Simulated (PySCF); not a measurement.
Molecule: SMILES C#C/C=C/[CH+]C, [C₆H₇]+.

Atom-mapped SMILES (the numbers label the heavy atoms): `[CH:1]#[C:2]/[CH:3]=[CH:4]/[CH+:5][CH3:6]`; H(Xn) means a hydrogen on atom n.

Geometry PBE0-D3(BJ)/def2-SVP throughout; GIAO in PySCF 2.14.0 with density-fitted response routines, gas phase, one conformer, non-relativistic; equivalent atoms averaged; functional PBE0.

For orientation, def2-TZVP gives these absolute shieldings σ: C5 -50.9, C1 -10.9, C3 -9.1, C4 33.4, C2 89.4, C6 149.9, H(C3) 23.00, H(C4) 23.47, H(C6) 28.06 ppm.

A run gave: C5 49.8, C1 64.4, C3 81.0, C4 108.6, C2 156.8, C6 199.1, H(C3) 23.46, H(C4) 24.12, H(C6) 28.84 ppm (absolute shieldings σ).

Task: Which basis set was used in that run?
A. pcSseg-1
B. def2-SVP
C. 6-311+G(2d,p)
D. STO-3G
E. 6-31G*

Result: D. C5 tells them apart best: STO-3G gives 49.8, pcSseg-1 gives -53.5, 6-31G* gives -24.1, def2-SVP gives -32.9, 6-311+G(2d,p) gives -47.6 ppm.
